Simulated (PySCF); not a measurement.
Work out the structure from these simulated measurements.

Formula: H4MgN2.

| Item | Value |
| --- | --- |
| XPS | N1s 403.1 (×2), Mg1s 1310.8 eV [ΔSCF SCAN, pcX-2 on the ionised atom, pcseg-1 elsewhere, spin-free X2C] |
| Rotational structure | rotational constants A, B, C: 188.602, 3.987, 3.982 GHz [PBE0-D3(BJ)/def2-SVP] |
| Polarisability | 44.8 au [B3LYP/def2-SVPD] |
| 1H NMR | chemical shifts (computed TMS as zero) by class: -1.75 (4 H) ppm [GIAO KT2/pcSseg-1] |
| NMR, other nuclei | isotropic shieldings of nuclei other than C and H, by class: 300 (2 N), 463 (1 Mg) ppm [GIAO KT2/pcSseg-1] |
| UV, first state | lowest singlet excitation: 3.99 eV (311 nm, f = 0.052) [TDDFT B3LYP/def2-SVPD] |
| Dipole | 0.03 D [B3LYP/def2-SVPD] |

The electronic properties come from PySCF, for the isolated species, density fitting. Levels stand in brackets. Isolated species at its PBE0-D3(BJ)/def2-SVP geometry, gas phase. NMR values are class means; diastereotopic atoms form classes of their own.

Q: Give a SMILES that accounts for the data.

A: All hydrogens form one class (-1.75 ppm): hydrogen on nitrogen. The other shieldings belong to: 300 ppm, nitrogen bonded to Mg and 2 H; 463 ppm, magnesium bonded to 2 N. The core levels belong to: N1s 403.1 eV, nitrogen bonded to Mg and 2 H; Mg1s 1310.8 eV, magnesium bonded to 2 N. By its constants the optimised geometry is a nearly prolate symmetric top. Structure: `[Mg]([NH2])[NH2]` (Mg(NH2)2). The assignments are read from this structure; whether some other isomer fits the data as well wasn't checked.
